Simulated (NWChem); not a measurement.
Species: ethylamine (C2H7N); SMILES CCN

```xyz
10

C      0.2599    -1.2361    -0.0315
C     -0.5555     0.0424     0.0220
N      0.3032     1.2074    -0.0817
H     -0.3865    -2.1265    -0.0048
H      0.8663    -1.2666    -0.9493
H      0.9499    -1.3026     0.8263
H     -1.1931     0.0241     0.9335
H     -1.2549     0.0585    -0.8317
H     -0.2493     2.0621    -0.0738
H      0.9183     1.2617     0.7291
```
Atoms are numbered in this order, from 1.

All runs: NWChem. Pople sets run with spherical d functions. Coordinates come from a PBE0/def2-SVP optimisation. Ions are spin-unrestricted doublets at the neutral geometry; other ion states weren't tried. Functional: LC-ωPBE (HJS hole) with 6-31G*; the question gives the range parameter ω in 1/bohr.

### Question
Estimate the computed values for range parameter (1/bohr) 0.15. Quantities: vertical ionisation energy, ΔSCF (eV); −ε(HOMO) (eV).

### Answer
```
Quantity                               Value
-------------------------------------  -----
vertical ionisation energy, ΔSCF (eV)   9.09
−ε(HOMO) (eV)                           7.02
```
